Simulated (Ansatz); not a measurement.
Results of PBEsol (Ansatz, a first-principles code, PAW) for fcc Au.

Settings: plane-wave cutoff 520 eV, 24×24×24 k mesh, Fermi–Dirac smearing 0.05 eV, scalar-relativistic PAW data made under PBE.

Pressure at four volumes; x = ln(V/17.015 Å³). One pressure is withheld.

```
V (Å³/atom)        x  P (GPa)
-----------  -------  -------
15.994       -0.0619        ?
16.335       -0.0408     8.00
17.015        0.0000    -0.01
18.036        0.0583    -8.58
```

Problem. Pass a parabola P(x) through the three rows shown, estimate the bulk modulus and its pressure derivative near zero pressure, and predict the withheld pressure.

Solution. Slopes between the rows: (-0.01 − (8.00))/(0.0000 − (-0.0408)) = -196.32 and (-8.58 − (-0.01))/(0.0583 − (0.0000)) = -147.00 GPa. Their difference over the span 0.0991 is c = 49.32/0.0991 = 497.7 GPa, so P(x) = 8.00 + (-196.32)(x − (-0.0408)) + 497.7 (x − (-0.0408))(x − (0.0000)). At the middle row B = −dP/dx = −[-196.32 + 497.7 × 0.0408] = 176.0 GPa, and B′ = dB/dP = 2c/B = 5.7. At x = -0.0619 the parabola gives 12.79 GPa; the run gives 12.90 GPa. The Birch–Murnaghan fit to the energies at all volumes has B0 = 174 GPa and B′ = 5.8.

Measured, for comparison: bulk modulus 182 GPa (0 K value with the zero-point phonon effect removed, our sources range from 175 to 182; as tabulated in Mejia-Rodriguez and Trickey (2018), arXiv:1807.09216). Computed (rounded) less measured: bulk modulus -4 % (-0.6 % to -4 % over the range).

Spin–orbit coupling is not included; it can shift volumes and moduli of such heavy elements.
